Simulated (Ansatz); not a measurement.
**How far each method lies from full CI for HSiMg, quartet**

Geometry: a point of a stretch scan, not a stationary point.

```
atom   x (Å)   y (Å)    z (Å)
  Si  0.0000  0.0000   0.4251
  Mg  0.0000  0.0000  -2.0541
   H  0.0000  0.0000   1.6291
```

Basis 6-31G; Ansatz 0.2.0. Correlated methods freeze the noble-gas cores, which leaves 7 electrons in 18 orbitals. R marks a restricted (for open shells ROHF) determinant, U an unrestricted one. Active spaces: pair = (5e, 5o) about the gap; valence = (7e, 9o) chosen from the atoms' valence shells. The metal's outer-core shells are frozen, which leaves out core–valence correlation.

Full CI is exact within this basis and frozen core; it isn't the basis-set limit. The frozen core follows each run's orbitals, which can shift R against U totals by a few meV.

For open shells CISD and CISDTQ are restricted-active-space CI with the open shells as a complete middle space.

```
UHF ⟨S²⟩                          : 3.775
T1 diagnostic (RCCSD)             : 0.0333
largest doubles amplitude (RCCSD) : 0.050
T1 diagnostic (UCCSD)             : 0.0241
```

| level | E − E(full CI) (mEh) | share of correlation (%) | wall time |
| --- | --- | --- | --- |
| RHF | 55.91 | 0.00 | – |
| UHF | 50.76 | 9.20 | – |
| RMP2 | 17.93 | 67.92 | – |
| UMP2 | 16.96 | 69.66 | – |
| CISD | 2.64 | 95.28 | 0.72 s |
| RCCSD | 1.64 | 97.07 | – |
| UCCSD | 1.51 | 97.30 | – |
| RCCSD(T) | 0.51 | 99.08 | 0.6 s |
| UCCSD(T) | 0.51 | 99.10 | 0.63 s |
| BCCD(T) | 0.57 | 98.97 | 0.75 s |
| RCCSDT | 0.02 | 99.96 | – |
| UCCSDT | 0.00 | 100.00 | – |
| CISDTQ | 0.04 | 99.93 | 6 s |
| RCCSDT(Q) | 0.00 | 99.99 | 2.2 s |
| UCCSDT(Q) | -0.03 | 100.05 | 2 s |
| RCCSDTQ | 0.00 | 100.00 | 12 s |
| UCCSDTQ | -0.02 | 100.03 | 12 s |
| CASSCF (pair space) | 41.44 | 25.88 | – |
| MRCISD (pair space) | 2.52 | 95.49 | – |
| MRCISD+Q (pair space) | 0.41 | 99.26 | 1.1 s |
| CASSCF (valence space) | 17.37 | 68.93 | – |
| NEVPT2 (valence space) | 5.80 | 89.62 | 2.6 s |
| MRCISD (valence space) | 0.76 | 98.64 | – |
| MRCISD+Q (valence space) | 0.49 | 99.13 | 4.2 s |

The correlation energy at full CI, counted from RHF, is -1.521 eV. That run took 3.1 s on 1 thread of Intel Xeon, shared host over 331,072 determinants.

Times hold each run's SCF and search for its determinant on a shared host, so for small cases they say little of a method's own cost; they ran on 1 thread of Intel Xeon.

The full-CI state has the irrep A2 of C2v, in the program's axes (one component, if the state is degenerate).

Natural occupations of full CI about the gap: 1.974 1.947 0.992 0.991 0.991 0.033 0.019 0.019 0.013 0.005; effectively unpaired electrons, Σ n²(2−n)², 3.02.
